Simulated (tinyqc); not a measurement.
Stretching all distances: RHF, UHF, MP2, CISD and CCSD against full CI in the sto-6g basis, for LiH, spin multiplicity 1. Computed by the program tinyqc with PySCF. 

Geometry (angstrom):
```
atom       x       y       z
Li    0.0000  0.0000  0.0000
H     0.0000  0.0000  1.4370
```

All coordinates are multiplied by the scale. c0^2 is the weight of the RHF determinant in the lowest singlet FCI state (UHF is spin-contaminated and may lie near states of higher spin) and n(LUMO) the first natural occupation beyond the occupied space.

Full CI energy (hartree) and errors against it (kcal/mol):
```
scale  distance 1-2 (angstrom)    E(FCI)     RHF     UHF     MP2   CISD   CCSD  <S^2> UHF   c0^2  n(LUMO)
0.990                    1.423  -7.97001  11.382  11.382   3.982  0.007  0.005      0.000  0.980    0.033
1.120                    1.609  -7.97207  12.927  12.927   4.779  0.008  0.006      0.000  0.974    0.043
1.250                    1.796  -7.96438  15.292  15.292   6.010  0.010  0.008      0.000  0.965    0.059
1.390                    1.997  -7.95068  18.832  18.832   7.895  0.013  0.010      0.000  0.950    0.085
1.520                    2.184  -7.93609  23.153  20.816  10.251  0.017  0.014      0.397  0.927    0.123
1.650                    2.371  -7.92170  28.593  18.530  13.263  0.023  0.019      0.657  0.895    0.176
1.780                    2.558  -7.90880  35.228  14.776  16.945  0.031  0.026      0.792  0.850    0.247
1.920                    2.759  -7.89743  43.654  10.712  21.515  0.041  0.036      0.874  0.792    0.342
2.050                    2.946  -7.88941  52.402   7.587  25.972  0.051  0.046      0.919  0.735    0.439
```

UHF parts from RHF first at scale 1.52 of those listed, where <S^2> leaves zero. The weight c0^2 goes from 0.98 to 0.73 and n(LUMO) from 0.03 to 0.44: static correlation grows as the bonds break into open-shell fragments. The spread of the error along the curve, which distorts its shape, is CCSD 0.0, CISD 0.0, UHF 13.2, MP2 22.0, RHF 41.0 kcal/mol.
